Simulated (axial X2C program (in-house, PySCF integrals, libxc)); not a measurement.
# Spin–orbit effects along a row: molecules with Si, PBE0

All values come from calculations with an in-house all-electron X2C program for linear molecules (integrals from PySCF), spin-free (one-electron X2C) or two-component (2c: spin–orbit coupling with atomic mean-field Coulomb and Gaunt terms, which also bring small scalar terms), in Dyall basis sets with cores contracted in-house; open shells are unrestricted.

Basis sets: Al dyall-v3z, Cl dyall-av3z, Mg dyall-cv3z, Na dyall-v3z, P dyall-v3z, Si dyall-v3z.

```
molecule   spin-free state  Re (Å)  ωe (cm⁻¹)  De (eV)  2c state  Re 2c (Å)  ωe 2c (cm⁻¹)  De 2c (eV)
    NaSi  M_S = 3/2, Λ = 0   2.700      256.7     1.43   Ω = 3/2      2.700         256.6        1.43
    MgSi    M_S = 1, Λ = 0   2.544      312.9     1.15     Ω = 1      2.545         312.7        1.15
    AlSi  M_S = 3/2, Λ = 0   2.423      377.1     2.61   Ω = 3/2      2.423         377.0        2.61
     SiP  M_S = 1/2, Λ = 1   2.077      633.6     3.55   Ω = 3/2      2.077         633.6        3.56
    SiCl  M_S = 1/2, Λ = 1   2.078      528.1     4.33   Ω = 1/2      2.079         528.1        4.34
```

Problem. Work out the shifts from the spin-free to the two-component result.

Solution. 

```json
{"molecule": "NaSi", "2c state": "Ω = 3/2", "ΔRe (Å)": "0.000", "Δωe (cm⁻¹)": "-0.1", "ΔDe (eV)": "0.00"}
{"molecule": "MgSi", "2c state": "Ω = 1", "ΔRe (Å)": "0.001", "Δωe (cm⁻¹)": "-0.2", "ΔDe (eV)": "0.00"}
{"molecule": "AlSi", "2c state": "Ω = 3/2", "ΔRe (Å)": "0.000", "Δωe (cm⁻¹)": "-0.1", "ΔDe (eV)": "0.00"}
{"molecule": "SiP", "2c state": "Ω = 3/2", "ΔRe (Å)": "0.000", "Δωe (cm⁻¹)": "0.0", "ΔDe (eV)": "0.01"}
{"molecule": "SiCl", "2c state": "Ω = 1/2", "ΔRe (Å)": "0.001", "Δωe (cm⁻¹)": "0.0", "ΔDe (eV)": "0.01"}
```

Shifts of one unit in the last digit are rounding.

Each entry is the lowest single determinant of a limited PBE0 search at one distance. De goes to single-determinant-based atoms at the same level (for ions the charge split of lowest energy) and is withheld (n/a) where an atom does not fit its ground term or J level. Main or longest-lived isotopes. One determinant is a doubtful description, or other states lie close, for NaSi, MgSi, AlSi, SiP; these need not be ground states, and all values refer to the states named. Some open-shell Ω = 0 determinants are out of reach, so the Ω given for MgSi need not be the lowest component. With several unpaired electrons the Ω given is that of one determinant, not necessarily of the lowest component. Some light 2c atoms are not at their ground J level, so De misses part of their lowering (0.04 eV or less). The functionals have no current term, which raises determinants with orbital currents.
